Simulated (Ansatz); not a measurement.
Input for Ansatz (an electronic-structure program): R-RI-MP2/aug-cc-pVQZ on C6H9N (a complex). Files ending in .json are basis or fitting sets from the Basis Set Exchange.

Ansatz 0.2 input:
```yaml
crystal:
  periodic: [false, false, false]
  atoms:
    - {symbol: C, position_ang: [-0.73928100, 0.51587850, -1.20710790]}
    - {symbol: C, position_ang: [-1.42614420, 0.39654550, 0.00000000]}
    - {symbol: C, position_ang: [-0.73928100, 0.51587850, 1.20710790]}
    - {symbol: C, position_ang: [0.63422690, 0.75463980, 1.20707350]}
    - {symbol: C, position_ang: [1.32104340, 0.87375660, 0.00000000]}
    - {symbol: C, position_ang: [0.63422690, 0.75463980, -1.20707350]}
    - {symbol: H, position_ang: [-1.27194950, 0.42063160, -2.14328940]}
    - {symbol: H, position_ang: [-2.49022050, 0.20523810, 0.00000000]}
    - {symbol: H, position_ang: [-1.27194950, 0.42063160, 2.14328940]}
    - {symbol: H, position_ang: [1.16680050, 0.84748850, 2.14369500]}
    - {symbol: H, position_ang: [2.38635850, 1.05963120, 0.00000000]}
    - {symbol: H, position_ang: [1.16680050, 0.84748850, -2.14369500]}
    - {symbol: N, position_ang: [0.18039300, -2.94912310, 0.00000000]}
    - {symbol: H, position_ang: [0.75954950, -3.14594770, -0.80607290]}
    - {symbol: H, position_ang: [0.75954950, -3.14594770, 0.80607290]}
    - {symbol: H, position_ang: [0.04441670, -1.94493990, 0.00000000]}
basis:
  gaussian:
    orbitals: aug-cc-pVQZ
    fitting: {mean_field: def2-universal-JKFIT, correlation: aug-cc-pVQZ-RIFIT.json}
magnetization: {spin_polarized: false}
correlation: {method: mp2, electrons: outside_noble_gas}
scf: {lower_state_search: off}
```

It printed:

```
WARN ansatz: RAYON_NUM_THREADS=6 ignored (pool sized by the plan → 6); use --threads N
Functional definition: HF
these checks for a lower state are left out or cut short: stability, starts, cluster_reference, orbital_swaps, neighbouring_geometries, increment
integrals: 4.11 GiB planned
689 factors; integrals over basis functions are off by at most 3.5e0 eV
mean field: 6.02 GiB planned
mean field evaluation 1: about -7803.4873 eV, gradient 5.2e1 eV
mean field evaluation 2: about -7808.7690 eV, gradient 2.5e1 eV
mean field evaluation 4: about -7810.1515 eV, gradient 4.9e-1 eV
mean field evaluation 8: about -7810.1526 eV, gradient 1.5e-6 eV
mean field -7810.15264103 eV, -287.0178156462 hartree, gradient 1.5e-6 eV, S^2 0.000000; 0 other end points of the search recorded, 0 dependent functions left out
7 core orbitals not correlated
1896 factors; their error is unknown
reference -7810.15264103 eV, -287.0178156462 hartree; 19, 19 occupied and 948, 948 virtual orbitals, 1896 factors
second order -34.66254034 eV of doubles, -0.00000000 eV of singles
Total energy: -7844.81518137 eV, -288.2916405085 hartree
Checks for a lower state left out: stability, starts, cluster_reference, orbital_swaps, neighbouring_geometries, increment
```

The run converged.

Cost: about 100 core-seconds (a rough figure).
